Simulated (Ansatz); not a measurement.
Crystal: Ba2O, antifluorite type, 3 atoms in the cell.

The calculation used Ansatz 0.2.0 development build, PBE, plane waves, PAW datasets (earlier set, tuned by hand).

Cutoff 930 eV; k-mesh 14×14×14 Γ-centred; Fermi–Dirac smearing of 0.0612 eV; no spin polarisation; no spin–orbit coupling.

The fit to the energies gives V₀ = 26.611 Å³/atom (a₀ = 6.835 Å), B₀ = 35.2 GPa, B₀′ = 4.85.

Problem. What pressure does the program print at V = 27.134 Å³/atom, and how far above the lowest computed point (V = 26.602 Å³/atom) does the energy lie?

Solution. -0.65 GPa and 1.09 meV/atom. All points:

```
V (Å³/atom)   a (Å)  E − E(min) (meV/atom)  P (GPa)
     26.070  6.7885                   1.26     0.76
     26.602  6.8344                   0.00     0.01
     27.134  6.8796                   1.09    -0.65
     27.666  6.9243                   4.26    -1.25
     28.198  6.9684                   9.29    -1.77
```

The published all-electron PBE values for this crystal (mean of FLEUR and WIEN2k, k-spacing 0.06 Å⁻¹; Bosoni et al., Nat. Rev. Phys. 6, 45 (2024)) are V₀ = 26.630 Å³/atom, B₀ = 35.3 GPa, B₀′ = 4.58. This run's mesh is coarser (spacing 0.11 Å⁻¹), so part of any difference comes from k-sampling.

The stress includes the program's correction for the finite plane-wave basis.

This cubic structure is a model: it isn't the usual form of the substance at ambient conditions, and such phases are metastable or hypothetical.
